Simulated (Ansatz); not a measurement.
A relaxation, step by step

CS₂ (SMILES S=C=S), singlet, PBE0-D4/def2-SVP (Ansatz 0.2.0). Settings:

```yaml
hamiltonian: {xc: pbe0, dispersion: d4}
relax: {f_tol: 0.2, max_steps: 30, max_displacement: 0.05}
```

Start (the SMILES describes the start alone):

S1  (1.498, -0.108, 0.676)
C2  (0.091, 0.024, 0.057)
S3  (-1.456, 0.208, -0.765)
(Å)

```csv
step,energy less the last (meV),largest force component (eV/Å)
1,777.8,5.348
2,352.4,4.131
3,62.6,1.809
4,15.5,0.913
5,0.0,0.041
```

Step 2, positions (Å) and forces (eV/Å):

| atom | x | y | z | Fx | Fy | Fz |
| --- | --- | --- | --- | --- | --- | --- |
| S1 | 1.479 | -0.107 | 0.670 | -0.289 | -0.013 | 0.018 |
| C2 | 0.068 | 0.028 | 0.040 | -3.842 | 0.540 | -2.333 |
| S3 | -1.414 | 0.203 | -0.741 | 4.131 | -0.527 | 2.316 |

Step 3, positions (Å) and forces (eV/Å):

```json
{"atom": "S1", "x": "1.466", "y": "-0.106", "z": "0.666", "Fx": "-0.963", "Fy": "0.056", "Fz": "-0.301"}
{"atom": "C2", "x": "0.039", "y": "0.033", "z": "0.020", "Fx": "-0.845", "Fy": "0.193", "Fz": "-0.779"}
{"atom": "S3", "x": "-1.372", "y": "0.197", "z": "-0.717", "Fx": "1.809", "Fy": "-0.249", "Fz": "1.081"}
```

Step 4, positions (Å) and forces (eV/Å):

```csv
atom,x,y,z,Fx,Fy,Fz
S1,1.429,-0.104,0.653,0.630,-0.093,0.400
C2,0.034,0.036,0.007,0.284,0.020,-0.044
S3,-1.330,0.191,-0.691,-0.913,0.073,-0.356
```

Last step (5):

```xyz
3
angstrom
S 1.4360 -0.1077 0.6675
C 0.0440 0.0410 -0.0097
S -1.3473 0.1902 -0.6887
```

The run took about 3.7 s on 2 CPU threads (shared host).
